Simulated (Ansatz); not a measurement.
Basis-set extrapolation for `[CH2]1[AlH][AlH]1` (PBE0-D4/def2-TZVP geometry, frozen core, Ansatz). Multiplicity 1, RHF reference.

```
                      def2-TZVPP   def2-QZVPP
                 HF  -523.980601  -523.996165
    MP2 correlation    -0.325900    -0.347554
CCSD(T) correlation    -0.377008      not run
```

Energies in hartree. Use E(X) = E(∞) + A·exp(−7.88·√X) for Hartree–Fock and E(X) = E(∞) + B·X^(−2.97) for correlation, with X = 3 and 4, and add CCSD(T) minus MP2 of the smaller set to the MP2 limit.

Question: What is the CCSD(T) energy at the basis-set limit?

Answer: HF limit: -523.996165 + (-0.015564) × 0.13774 = -523.99831. MP2 limit: -0.347554 + (-0.021654) × 0.74074 = -0.36359. Higher-order term: -0.377008 − (-0.325900) = -0.05111. Total: -524.41301 hartree, 145.5 kJ/mol below CCSD(T)/def2-TZVPP.
